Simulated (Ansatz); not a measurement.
# SiPF+ (quartet): from Hartree-Fock to the top rungs, def2-TZVPP

An exercise on one series of results from a longer session: the logs are not shown, and one member is left open.

Method: def2-TZVPP, core rule «outside noble gas», up to 11 orbitals frozen; program: Ansatz 0.2.0, Gaussian basis.

To be run: UHF; ROHF; CCSD(T) on UHF.

2 further runs of the same task are left out: 2 set aside as unsound or not needed.

**The system**

The geometry is a PBE0/def2-TZVP stationary point (not a proven minimum) of the parent state, kept for this charge and spin.

3 atoms, charge 1, spin multiplicity 4.

Atoms are counted from 1 here; the program's logs count them from 0.

Bond lengths: F1–P2 1.612 Å, P2–Si3 2.219 Å. Angles: F1–P2–Si3 106.4°.

Set-up of the first run:

in.yaml

```yaml
crystal:
  periodic: [false, false, false]
  atoms:
    - {symbol: F, position_ang: [0.000000, -0.674306, 1.490349]}
    - {symbol: P, position_ang: [0.000000, 0.600388, 0.503498]}
    - {symbol: Si, position_ang: [0.000000, -0.205998, -1.563422]}
basis:
  gaussian: {orbitals: def2-TZVPP}
total_charge: 1
magnetization: {spin_polarized: true, initial_magnetization: 3}
hamiltonian: {xc: hf}
output: {orbitals: {seedname: orbitals}}
```

On the command line:

```
$ ansatz run in.yaml --threads 1 --pin off --events-out ev --progress --plain --max-ram 4096MiB --backend cpu
```

Among the steps run: UHF; ROHF; CCSD(T) on UHF.

One of the session's tables, all rows but one given; the rest of the session is left out.

It belongs to the step «Misses and costs». 

```
  method  from UCCSD(T) (meV)
    ROHF                    ?
     UHF             +12840.4
    UMP2              +1340.8
   UCCSD               +557.2
UCCSD(T)                    0
```

Q: Estimate the row for ROHF from the others.

The run gave: from UCCSD(T) (meV): +13058.2. In the column «from UCCSD(T) (meV)» it is the highest.
